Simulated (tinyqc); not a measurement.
CIS on RHF in the sto-3g basis, for BH2+, spin multiplicity 1, step by step. One step of it, computed by the program tinyqc.

Question. CIS triplet states. Diagonalise A (1 hartree = 27.211386 eV); each vector has its largest component positive (the first on a tie).

CIS matrix A, triplet (hartree), order 1>4, 1>5, 1>6, 1>7, 2>4, 2>5, 2>6, 2>7, 3>4, 3>5, 3>6, 3>7:
```
[[7.003543, 0.000000, -0.086756, 0.000000, 0.011775, 0.000000, -0.000019, 0.000000, 0.000000, 0.000000, 0.000000, 0.008436],
 [0.000000, 7.028122, 0.000000, 0.000000, 0.000000, 0.009627, 0.000000, 0.000000, 0.000000, 0.000000, 0.000000, 0.000000],
 [-0.086756, 0.000000, 7.525008, 0.000000, -0.000019, 0.000000, 0.006877, 0.000000, 0.000000, 0.000000, 0.000000, -0.009794],
 [0.000000, 0.000000, 0.000000, 7.593198, 0.000000, 0.000000, 0.000000, 0.008949, 0.008436, 0.000000, -0.009794, 0.000000],
 [0.011775, 0.000000, -0.000019, 0.000000, 0.293756, 0.000000, -0.024481, 0.000000, 0.000000, 0.000000, 0.000000, 0.068556],
 [0.000000, 0.009627, 0.000000, 0.000000, 0.000000, 0.328769, 0.000000, 0.000000, 0.000000, 0.000000, 0.000000, 0.000000],
 [-0.000019, 0.000000, 0.006877, 0.000000, -0.024481, 0.000000, 0.682185, 0.000000, 0.000000, 0.000000, 0.000000, -0.117266],
 [0.000000, 0.000000, 0.000000, 0.008949, 0.000000, 0.000000, 0.000000, 0.805333, 0.068556, 0.000000, -0.117266, 0.000000],
 [0.000000, 0.000000, 0.000000, 0.008436, 0.000000, 0.000000, 0.000000, 0.068556, 0.170207, 0.000000, -0.002665, 0.000000],
 [0.000000, 0.000000, 0.000000, 0.000000, 0.000000, 0.000000, 0.000000, 0.000000, 0.000000, 0.222849, 0.000000, 0.000000],
 [0.000000, 0.000000, 0.000000, -0.009794, 0.000000, 0.000000, 0.000000, -0.117266, -0.002665, 0.000000, 0.547693, 0.000000],
 [0.008436, 0.000000, -0.009794, 0.000000, 0.068556, 0.000000, -0.117266, 0.000000, 0.000000, 0.000000, 0.000000, 0.647109]]
```

Give: triplet excitation energies; lowest vectors.

Answer.

triplet excitation energies (eV): [4.425, 6.064, 7.643, 8.946, 13.707, 14.988, 21.533, 23.316, 190.194, 191.245, 205.149, 206.622]

lowest vectors, order 1>4, 1>5, 1>6, 1>7, 2>4, 2>5, 2>6, 2>7, 3>4, 3>5, 3>6, 3>7:
```
[[0.000, 0.000, -0.001, 0.000, 0.000, -0.001],
 [0.000, 0.000, 0.000, -0.001, 0.000, 0.000],
 [0.000, 0.000, 0.000, 0.000, 0.000, 0.000],
 [-0.001, 0.000, 0.000, 0.000, 0.001, 0.000],
 [0.000, 0.000, 0.983, 0.000, 0.000, 0.130],
 [0.000, 0.000, 0.000, 1.000, 0.000, 0.000],
 [0.000, 0.000, 0.007, 0.000, 0.000, 0.674],
 [-0.111, 0.000, 0.000, 0.000, 0.349, 0.000],
 [0.993, 0.000, 0.000, 0.000, 0.064, 0.000],
 [0.000, 1.000, 0.000, 0.000, 0.000, 0.000],
 [-0.027, 0.000, 0.000, 0.000, 0.935, 0.000],
 [0.000, 0.000, -0.182, 0.000, 0.000, 0.728]]
```
